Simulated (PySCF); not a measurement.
Compound: methyl methanesulfonate, C2H6O3S.
Z-matrix (Å and degrees, GFN2-xTB geometry), rows numbered from 1:
```
C 
O   1  1.4147
S   2  1.6211  1  112.34
C   3  1.7929  2   97.41  1   179.74
O   3  1.4290  2  109.01  1    64.53
O   3  1.4289  2  109.03  1   -65.04
H   1  1.0922  2  109.70  3   -59.77
H   1  1.0884  2  107.08  3  -179.68
H   1  1.0922  2  109.74  3    60.40
H   4  1.0820  3  108.44  2   179.85
H   4  1.0805  3  107.16  2    59.81
H   4  1.0804  3  107.14  2   -60.10
```

Theory: TDDFT B3LYP/def2-SVPD, vertical, gas phase, core orbitals frozen in the response in PySCF 2.14.0, density-fitted response routines.

Frontier orbitals with the atoms that hold most of them (Löwdin shares over 4%, at most four atoms; ? is withheld):

```csv
orbital,ε (eV),atoms
HOMO-3,-9.72,"O5 25%, O6 24%, O2 23%, S3 10%"
HOMO-2,-9.24,"O5 28%, O6 27%, C4 15%, S3 12%"
HOMO-1,-9.17,?
HOMO,-8.33,"O6 31%, O5 31%, O2 28%, C1 4%"
LUMO,0.00,?
LUMO+1,0.56,"S3 25%, C1 16%, H8 14%, H10 8%"
LUMO+2,1.12,"S3 42%, O2 11%, C4 10%, O5 6%"
```

Question: Which atoms hold the HOMO-1, and with what shares?

Answer: O6 (bonded to S) 37%; O5 (bonded to S) 36%; O2 (bonded to C and S) 10%; S3 (bonded to C and 3 O) 7%. By element: oxygen 83%, sulfur 7%.

Question: Which atoms hold the LUMO, and with what shares?

Answer: S3 (bonded to C and 3 O) 31%; C4 (bonded to S and 3 H) 14%; O2 (bonded to C and S) 9%; H12 (bonded to C) 8%.

Question: How does S1 compare with the orbital gap of 8.33 eV?

Answer: S1 is at 7.42 eV (f = 0.0033), 0.92 eV below the gap, made of HOMO→LUMO (97%). 

Question: One configuration dominates each of S1, S2, S3 and S5. Which, and how do the shares of the two leading atoms of either orbital change from the occupied to the empty one?

Answer: 
- S1 (7.42 eV, f 0.0033), HOMO→LUMO (97%): O6 31% → at most 9%, O5 31% → at most 9%, S3 at most 5% → 31%, C4 at most 5% → 14%
- S2 (7.94 eV, f 0.014), HOMO→LUMO+1 (81%): O6 31% → at most 9%, O5 31% → at most 9%, S3 at most 5% → 25%, C1 4% → 16%
- S3 (8.25 eV, f 0.0046), HOMO-1→LUMO (84%): O6 37% → at most 9%, O5 36% → at most 9%, S3 7% → 31%, C4 at most 8% → 14%
- S5 (8.35 eV, f 0.066), HOMO-2→LUMO (99%): O5 28% → at most 9%, O6 27% → at most 9%, S3 12% → 31%, C4 15% → 14%

Löwdin shares depend on the basis, the more so with diffuse functions.

One conformer stands for the species.
